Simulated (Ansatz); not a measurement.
The first iterations of a band of BH3O + FH (7 atoms, charge 0, multiplicity 1).

The calculation used Ansatz, RKS PBE-D4/def2-SVP.

| Item | Value |
| --- | --- |
| movable images | 7 |
| climbing image | yes |
| spring | 5.0 eV/Å² |
| optimiser | quadratic models (default) |
| start path | through a guess of the saddle point |
| force threshold | 0.03 eV/Å |
| iteration limit | 60 |
| end points | relaxed |

Initial state:

```xyz
7
Properties=species:S:1:pos:R:3
B -0.063 -0.270 0.087
O -0.036 -0.284 1.462
H -0.926 -0.397 1.845
H 1.015 -0.195 -0.462
H -1.121 -0.392 -0.503
F 0.089 2.306 0.834
H 0.256 1.555 1.383
```

Final state:

```xyz
7
Properties=species:S:1:pos:R:3
B -0.093 0.367 -0.079
O -0.044 -0.127 1.590
H -0.912 0.129 1.968
H 1.061 0.110 -0.409
H -1.011 -0.341 -0.481
F -0.390 1.714 0.036
H 0.603 0.470 2.023
```

| iteration | highest image above the first end (eV) | largest band force component (eV/Å) |
| --- | --- | --- |
| 1 | 1.543 | 6.501 |
| 2 | 0.656 | 2.103 |
| 3 | 0.544 | 2.028 |
| 4 | 0.408 | 1.131 |

Does the band converge within its limit, and where does its top end?

It converged. It ended after 12 iterations with the highest image 0.253 eV above the first end. A vibrational analysis at the climbing image gives one clearly imaginary mode, 624i cm⁻¹: a first-order saddle point. The orbitals stay closed-shell, which can raise the energy where a bond breaks towards radicals; this wasn't checked here.

Time of the run: 91 s on 1 thread of Arm Neoverse V2, on a shared host, peak memory 0.1 GiB.
